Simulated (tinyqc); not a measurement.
Inside a calculation. Method: Hueckel theory of the pi electrons, for the molecule O=CC=O (SMILES; centres numbered as the heavy atoms are written). One step of it, computed by the program tinyqc.

Question. Orbitals. Diagonalise; E = alpha + x beta with beta < 0, so the largest x are filled first; degenerate levels share their electrons. P = sum n_i c_ri c_si; each orbital has its largest coefficient positive (the first on a tie).

Hueckel matrix in units of beta (H = alpha + beta A), order 1O, 2C, 3C, 4O:
```
[[1.000000, 1.000000, 0.000000, 0.000000],
 [1.000000, 0.000000, 1.000000, 0.000000],
 [0.000000, 1.000000, 0.000000, 1.000000],
 [0.000000, 0.000000, 1.000000, 1.000000]]
```

pi electrons, sum of z_r less the charge = 4

Give: x values; occupations; coefficients; charge and bond-order matrix P.

Answer.

x values: [2.000, 1.414, 0.000, -1.414]

occupations: [2.000, 2.000, 0.000, 0.000]

coefficients, order 1O, 2C, 3C, 4O:
```
[[0.500, 0.653, 0.500, -0.271],
 [0.500, 0.271, -0.500, 0.653],
 [0.500, -0.271, -0.500, -0.653],
 [0.500, -0.653, 0.500, 0.271]]
```

charge and bond-order matrix P, order 1O, 2C, 3C, 4O:
```
[[1.354, 0.854, 0.146, -0.354],
 [0.854, 0.646, 0.354, 0.146],
 [0.146, 0.354, 0.646, 0.854],
 [-0.354, 0.146, 0.854, 1.354]]
```
